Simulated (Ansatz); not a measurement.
## Errors in the vertical ionisation energy

6 molecules of light elements (H to F); the vertical ionisation energy in eV, computed less measured. Shapes, held fixed at every level: PBE0-D4/def2-TZVP. No vibrational averaging. Programs: Ansatz 0.2.0. Measured values: NIST CCCBDB.

Levels: A = PBE-D4/def2-TZVPP; B = r2SCAN-D4/def2-TZVPP; C = B2PLYP/def2-TZVPP.

```tsv
molecule	measured	A	B	C
HCN (hydrogen cyanide)	13.61	+0.16	+0.04	+0.17
CO2 (SMILES O=C=O)	13.78	-0.12	-0.11	+0.11
C2H2 (acetylene)	11.49	-0.06	-0.23	-0.10
H2CO (formaldehyde)	10.88	-0.16	-0.22	-0.01
C2H4 (ethylene)	10.68	+0.02	-0.17	-0.11
CH4O (methanol)	10.96	-0.30	-0.28	-0.02
```

Question: Sum up the errors.

Answer: 
```tsv
level	kind	mean error	mean absolute error	worst case
PBE-D4/def2-TZVPP	GGA	-0.077	0.137	CH4O
r2SCAN-D4/def2-TZVPP	meta-GGA	-0.162	0.175	CH4O
B2PLYP/def2-TZVPP	double hybrid	+0.007	0.087	HCN
```

On this set B2PLYP/def2-TZVPP has the smallest mean absolute error and r2SCAN-D4/def2-TZVPP the largest. PBE-D4/def2-TZVPP is too low in 4 of 6; r2SCAN-D4/def2-TZVPP is too low in 5 of 6; B2PLYP/def2-TZVPP is too low in 4 of 6. The largest two are near a tie. The set is small.
